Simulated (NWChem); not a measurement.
Program: NWChem. System: HS, charge 0, spin multiplicity 2, at a geometry optimised with UPBE0/def2-SVP. The structure started from a generated list of species. Its SCF solution wasn't tested for a lower state. Level: UMP2/cc-pVQZ, 5 core orbitals frozen.

Input file:

```
start mol
memory heap 200 mb stack 900 mb global 1100 mb
geometry units angstroms nocenter noautoz
  S      0.000000     0.000000     0.079634
  H      0.000000     0.000000    -1.274140
  symmetry group C2v
end
basis spherical
  * library cc-pvqz
end
scf
  uhf
  nopen 1
  maxiter 100
  thresh 1e-7
  semidirect memsize 60000000 filesize 0
  # guess.movecs holds the orbitals of an unrestricted PBE0 run
  vectors input guess.movecs output mol.movecs
end
mp2
  freeze core 5
end
task mp2 energy
```

NWChem printed:

```
             Northwest Computational Chemistry Package (NWChem) 7.3.0
             --------------------------------------------------------

                                NWChem Input Module
                                -------------------

 Scaling coordinates for geometry "geometry" by  1.889725989
 (inverse scale =  0.529177249)

 Turning off AUTOSYM since
 SYMMETRY directive was detected!

                             Geometry "geometry" -> ""
                             -------------------------

 Output coordinates in angstroms (scale by  1.889725989 to convert to a.u.)

  No.       Tag          Charge          X              Y              Z
 ---- ---------------- ---------- -------------- -------------- --------------
    1 S                   16.0000     0.00000000     0.00000000     0.07963400
    2 H                    1.0000     0.00000000     0.00000000    -1.27414000

 Effective nuclear repulsion energy (a.u.)       6.2542462656

            Nuclear Dipole moment (a.u.)
            ----------------------------
        X                 Y               Z
 ---------------- ---------------- ----------------
     0.0000000000     0.0000000000     0.0000075589

      Symmetry information
      --------------------

 Group name             C2v
 Group number             16
 Group order               4
 No. of unique centers     2

      Symmetry unique atoms

     1    2


 Summary of "ao basis" -> "" (spherical)
 ------------------------------------------------------------------------------
       Tag                 Description            Shells   Functions and Types
 ---------------- ------------------------------  ------  ---------------------
 *                          cc-pvqz                   on all atoms

 Summary of "ao basis" -> "ao basis" (spherical)
 ------------------------------------------------------------------------------
       Tag                 Description            Shells   Functions and Types
 ---------------- ------------------------------  ------  ---------------------
 S                          cc-pvqz                 17       59   6s5p3d2f1g
 H                          cc-pvqz                 10       30   4s3p2d1f

                                 NWChem SCF Module
                                 -----------------

  ao basis        = "ao basis"
  functions       =    89
  atoms           =     2
  alpha electrons =     9
  beta  electrons =     8
  charge          =   0.00
  wavefunction    = UHF
  use symmetry    = T
  symmetry adapt  = T

 Summary of "ao basis" -> "ao basis" (spherical)
 ------------------------------------------------------------------------------
       Tag                 Description            Shells   Functions and Types
 ---------------- ------------------------------  ------  ---------------------
 S                          cc-pvqz                 17       59   6s5p3d2f1g
 H                          cc-pvqz                 10       30   4s3p2d1f

      Symmetry analysis of basis
      --------------------------

        a1         37
        a2         10
        b1         21
        b2         21

 Forming initial guess at       0.1s

   Symmetry analysis of molecular orbitals - initial alpha
   -------------------------------------------------------

  Numbering of irreducible representations:

     1 a1          2 a2          3 b1          4 b2

  Orbital symmetries:

     1 a1          2 a1          3 b1          4 a1          5 b2
     6 a1          7 a1          8 b1          9 b2         10 a1
    11 a1         12 b1         13 a1         14 b2         15 b1
    16 b2         17 a2         18 a1         19 a1

   Symmetry analysis of molecular orbitals - initial beta
   ------------------------------------------------------

  Numbering of irreducible representations:

     1 a1          2 a2          3 b1          4 b2

  Orbital symmetries:

     1 a1          2 a1          3 a1          4 b1          5 b2
     6 a1          7 a1          8 b2          9 b1         10 a1
    11 a1         12 a1         13 b2         14 b1         15 b2
    16 b1         17 a2         18 a1         19 a1

 Starting SCF solution at       0.1s

 ----------------------------------------------
         Quadratically convergent UHF

 Convergence threshold     :          1.000E-07
 Maximum no. of iterations :          100
 Integral*density screening:          1.000E-09
 ----------------------------------------------

              iter       energy          gnorm     gmax       time
             ----- ------------------- --------- --------- --------
                 1     -398.1037232354  4.70D-01  2.15D-01      1.1
                 2     -398.1087699441  3.62D-02  1.33D-02      1.1
                 3     -398.1090905295  1.08D-03  3.79D-04      1.2
                 4     -398.1090911637  9.03D-07  2.48D-07      1.3
                 5     -398.1090911637  8.90D-09  2.68D-09      1.4

       Final UHF  results
       ------------------

         Total SCF energy =   -398.109091163673
      One electron energy =   -562.579202545504
      Two electron energy =    158.215865116209
 Nuclear repulsion energy =      6.254246265621

                       Sz =      0.5000
                 Sz(Sz+1) =      0.7500
                      S^2 =      0.7642

        Time for solution =      1.4s

       Symmetry analysis of molecular orbitals - alpha
       -----------------------------------------------

  Numbering of irreducible representations:

     1 a1          2 a2          3 b1          4 b2

  Orbital symmetries:

     1 a1          2 a1          3 b1          4 a1          5 b2
[...]
                     UHF Final Beta Molecular Orbital Analysis
                     -----------------------------------------

 Vector    6  Occ=1.000000D+00  E=-8.923000D-01  Symmetry=a1
              MO Center=  6.4D-16,  1.9D-15, -2.6D-01, r^2= 1.0D+00
   Bfn.  Coefficient  Atom+Function         Bfn.  Coefficient  Atom+Function
  ----- ------------  ---------------      ----- ------------  ---------------
     5      0.563132  1 S  s                  3      0.501450  1 S  s
     4      0.238249  1 S  s                  6      0.222252  1 S  s

 Vector    7  Occ=1.000000D+00  E=-5.311590D-01  Symmetry=a1
              MO Center= -4.3D-16, -1.8D-16, -1.1D-01, r^2= 1.6D+00
   Bfn.  Coefficient  Atom+Function         Bfn.  Coefficient  Atom+Function
  ----- ------------  ---------------      ----- ------------  ---------------
    18      0.318782  1 S  pz                62     -0.275636  2 H  s
    15      0.268684  1 S  pz                 5      0.263791  1 S  s
     6      0.243698  1 S  s                  3      0.213253  1 S  s
    12      0.175949  1 S  pz                61     -0.151414  2 H  s

 Vector    8  Occ=1.000000D+00  E=-3.806260D-01  Symmetry=b2
              MO Center= -3.3D-17, -2.4D-15,  5.3D-02, r^2= 1.5D+00
   Bfn.  Coefficient  Atom+Function         Bfn.  Coefficient  Atom+Function
  ----- ------------  ---------------      ----- ------------  ---------------
    17      0.490468  1 S  py                14      0.342440  1 S  py
    20      0.294053  1 S  py                11      0.248967  1 S  py

 Vector    9  Occ=0.000000D+00  E= 4.873900D-03  Symmetry=b1
              MO Center=  2.0D-15, -4.2D-16,  4.2D-02, r^2= 2.3D+00
   Bfn.  Coefficient  Atom+Function         Bfn.  Coefficient  Atom+Function
  ----- ------------  ---------------      ----- ------------  ---------------
    19      0.589932  1 S  px                13      0.286878  1 S  px
    16      0.276236  1 S  px

 Vector   10  Occ=0.000000D+00  E= 1.214060D-01  Symmetry=a1
              MO Center= -1.7D-15,  4.6D-17, -1.1D+00, r^2= 5.1D+00
   Bfn.  Coefficient  Atom+Function         Bfn.  Coefficient  Atom+Function
  ----- ------------  ---------------      ----- ------------  ---------------
    63      2.602500  2 H  s                  6     -2.127266  1 S  s
    21      1.389444  1 S  pz                62      0.668205  2 H  s
    18      0.635314  1 S  pz                72      0.454858  2 H  pz
    24     -0.344144  1 S  d  0               3     -0.178620  1 S  s

 Vector   11  Occ=0.000000D+00  E= 2.492154D-01  Symmetry=a1
              MO Center=  7.2D-16,  7.5D-16, -2.2D-01, r^2= 4.8D+00
   Bfn.  Coefficient  Atom+Function         Bfn.  Coefficient  Atom+Function
  ----- ------------  ---------------      ----- ------------  ---------------
    62      1.699458  2 H  s                 21      1.232710  1 S  pz
     6     -0.685647  1 S  s                 63     -0.462720  2 H  s
     9     -0.265612  1 S  pz                12     -0.249754  1 S  pz
    72      0.200990  2 H  pz                 5     -0.152273  1 S  s

 center of mass
 --------------
 x =   0.00000000 y =   0.00000000 z =   0.07230910

 moments of inertia (a.u.)
 ------------------
           6.394353227038           0.000000000000           0.000000000000
           0.000000000000           6.394353227038           0.000000000000
           0.000000000000           0.000000000000           0.000000000000

  Mulliken analysis of the total density
  --------------------------------------

    Atom       Charge   Shell Charges
 -----------   ------   -------------------------------------------------------
    1 S   16    16.05   2.00  1.95 -0.02  0.37  1.11  0.48  5.96  0.09  1.22  2.05  0.78  0.02  0.02  0.01  0.00  0.00  0.00
    2 H    1     0.95   0.06  0.27  0.49  0.07  0.00  0.02  0.04  0.00  0.00  0.00

  Mulliken analysis of the alpha density
  --------------------------------------

    Atom       Charge   Shell Charges
 -----------   ------   -------------------------------------------------------
    1 S   16     8.54   1.00  0.98 -0.01  0.18  0.58  0.24  2.97  0.07  0.76  1.29  0.46  0.01  0.01  0.00  0.00  0.00  0.00
    2 H    1     0.46   0.03  0.13  0.23  0.03  0.00  0.01  0.02  0.00  0.00  0.00

   Mulliken analysis of the beta density
   -------------------------------------

    Atom       Charge   Shell Charges
 -----------   ------   -------------------------------------------------------
    1 S   16     7.51   1.00  0.97 -0.01  0.19  0.53  0.24  3.00  0.02  0.46  0.75  0.31  0.01  0.01  0.00  0.00  0.00  0.00
    2 H    1     0.49   0.03  0.14  0.26  0.04  0.00  0.01  0.02  0.00  0.00  0.00

   Mulliken analysis of the spin density
   -------------------------------------

    Atom       Charge   Shell Charges
 -----------   ------   -------------------------------------------------------
    1 S   16     1.04   0.00  0.01 -0.01 -0.01  0.04 -0.01 -0.03  0.05  0.29  0.54  0.15  0.00  0.00  0.00 -0.00 -0.00 -0.00
    2 H    1    -0.04  -0.00 -0.01 -0.03 -0.00  0.00  0.00  0.00  0.00  0.00  0.00

       Multipole analysis of the density wrt the origin
       ------------------------------------------------

     L   x y z        total         alpha         beta         nuclear
     -   - - -        -----         -----         ----         -------
     0   0 0 0     -0.000000     -9.000000     -8.000000     17.000000

     1   1 0 0     -0.000000     -0.000000      0.000000      0.000000
     1   0 1 0      0.000000      0.000000      0.000000      0.000000
     1   0 0 1     -0.343483     -0.188849     -0.154642      0.000008

     2   2 0 0     -9.676247     -6.476203     -3.200044      0.000000
     2   1 1 0     -0.000000      0.000000     -0.000000      0.000000
     2   1 0 1      0.000000      0.000000      0.000000      0.000000
     2   0 2 0    -11.815160     -6.249992     -5.565168      0.000000
     2   0 1 1      0.000000      0.000000     -0.000000      0.000000
     2   0 0 2     -8.957049     -7.870043     -7.246728      6.159721

                   NWChem MP2 Semi-direct Energy/Gradient Module
                   ---------------------------------------------

  Basis functions       =     89
  Molecular orbitals    =     89
  Frozen core           =      5
  Frozen virtuals       =      0
  Active alpha occupied =      4
  Active beta occupied  =      3
  Active alpha virtual  =     80
  Active beta virtual   =     81
  Use MO symmetry       = T
  Use skeleton AO sym   = T

  AO/Fock/Back tols     =   1.0D-09  1.0D-09  1.0D-09

 GA uses MA = F    GA memory limited = T

 Available:
  local mem=  1.26D+08
 global mem=  1.44D+08
 local disk=  0.00D+00
  mp2_memr nvloc                    80
  nvloc new                    80
   1 passes of   4:        7340032                      42597                   4371064.
   1 passes of   4: M    126152393           G      144163358           F     118812361.

 Semi-direct pass number   1 of   1  for UHF alpha       at        1.6s
  vrange nnbf                  4005
  mp2_eaftype                    16  avail_ma_in_mb                  1099
 EAF : mp2_eaftype filesize          16    2185532.
  mp2_eaf for mointskh                     16
Node 0 wrote     10.3 Mb in      0.0 s     Agg I/O rate:   768.8 Mb/s
 Done moints_semi at        4.2s
  mp2_eaftype                    16  avail_ma_in_mb                  1083
 EAF : mp2_eaftype filesize          16    2185532.
  mp2_eaf for kh                    16
 Done maket at        4.3s
 Done multipass loop at        4.3s

 GA uses MA = F    GA memory limited = T

 Available:
  local mem=  1.26D+08
 global mem=  1.44D+08
 local disk=  0.00D+00
  mp2_memr nvloc                    81
  nvloc new                    81
   1 passes of   3:        7340032                      36235                   3322555.
   1 passes of   3: M    126152393           G      144163358           F     118812361.

 Semi-direct pass number   1 of   1  for UHF beta        at        4.3s
  vrange nnbf                  4005
  mp2_eaftype                    12  avail_ma_in_mb                  1099
 EAF : mp2_eaftype filesize          12    1661277.
  mp2_eaf for mointskh                     12
Node 0 wrote      7.8 Mb in      0.0 s     Agg I/O rate:   391.4 Mb/s
 Done moints_semi at        7.0s
  mp2_eaftype                    12  avail_ma_in_mb                  1087
 EAF : mp2_eaftype filesize          12    1661277.
  mp2_eaf for kh                    12
 Done maket at        7.0s
 Done multipass loop at        7.0s

          -------------------------------------------
          SCF energy                -398.109091163673
          Correlation energy          -0.164692333438
          Singlet pairs                0.000000000000
          Triplet pairs                0.000000000000
          Total MP2 energy          -398.273783497111
          -------------------------------------------

          ---------------------------------------------------
                    Spin Component Scaled (SCS) MP2
          Same spin pairs                     -0.033083164579
          Same spin scaling factor             0.333333333333
          Opposite spin pairs                 -0.131609168859
          Opposite spin scaling fact.          1.200000000000
          SCS-MP2 correlation energy          -0.168958724157
          Total SCS-MP2 energy              -398.278049887830
          ---------------------------------------------------

 -----------------------
 Performance information
 -----------------------

 Timer overhead =  9.58D-08 seconds/call

               Nr. of calls         CPU time (s)                 Wall time (s)                GFlops
             ---------------    -------------------     ------------------------------   -------------------
Name         Min   Avg   Max    Min     Avg     Max     Min     Avg     Max   Mx/calls   Min     Max     Sum
mp2: moin     2     2     2    5.3     5.3     5.3      5.3     5.3     5.3     2.7      0.0     0.0     0.0
mp2: make     2     2     2   4.41E-2 4.41E-2 4.41E-2  4.41E-2 4.41E-2 4.41E-2 2.21E-2   0.0     0.0     0.0
mp2: tota     1     1     1    5.5     5.5     5.5      5.5     5.5     5.5     5.5      0.0     0.0     0.0

 The average no. of pstat calls per process was 5.00D+00
 with a timing overhead of 4.79D-07s

 Task  times  cpu:        7.0s     wall:        7.0s

 Total times  cpu:        7.0s     wall:        7.0s
```
